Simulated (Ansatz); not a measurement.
H$_{3}$O⁺, singlet: the ladder up to RCCSDTQ

Geometry: displaced at random from a stationary point.

```xyz
4

O     0.0007   -0.0005   -0.0372
H     0.9407   -0.0024    0.2189
H    -0.4359    0.8522    0.1689
H    -0.5151   -0.8420    0.2029
```

Basis cc-pVDZ; Ansatz 0.2.0. Only valence electrons are correlated (noble-gas cores frozen), which leaves 8 electrons in 28 orbitals. Prefix R: restricted or restricted open-shell reference. Active spaces: valence = (8e, 7o) chosen from the atoms' valence shells.

Full CI isn't at hand for all of this; RCCSDTQ serves as the reference, and is uncertain by the last step of the cluster series or more.

- UHF ⟨S²⟩: 0.000
- T1 diagnostic (RCCSD): 0.0061
- largest doubles amplitude (RCCSD): 0.046

| level | E − E(RCCSDTQ) (kJ/mol) | share of correlation (%) | wall time |
| --- | --- | --- | --- |
| RHF | 574.2 | 0.00 | – |
| RMP2 | 39.0 | 93.20 | – |
| CISD | 31.4 | 94.54 | 0.24 s |
| RCCSD | 9.9 | 98.27 | – |
| RCCSD(T) | 1.5 | 99.73 | 0.12 s |
| BCCD(T) | 1.6 | 99.73 | 0.15 s |
| RCCSDT | 1.1 | 99.81 | – |
| RCCSDT(Q) | -0.1 | 100.01 | 0.87 s |
| CASSCF (valence space) | 348.1 | 39.37 | – |
| NEVPT2 (valence space) | 62.1 | 89.18 | 1.3 s |
| MRCISD (valence space) | 10.1 | 98.23 | – |
| MRCISD+Q (valence space) | -0.2 | 100.03 | 1.8 s |

The correlation energy at RCCSDTQ, counted from RHF, is -5.951 eV. That run took 30 s on 1 thread of Arm Neoverse V2, shared host.

Times hold each run's SCF and search for its determinant on a shared host, so for small cases they say little of a method's own cost; they ran on 1 thread of Arm Neoverse V2.

Natural occupations of CASSCF (valence space) about the gap: 1.999 1.982 1.980 1.979 0.021 0.020 0.019; effectively unpaired electrons, Σ n²(2−n)², 0.01.
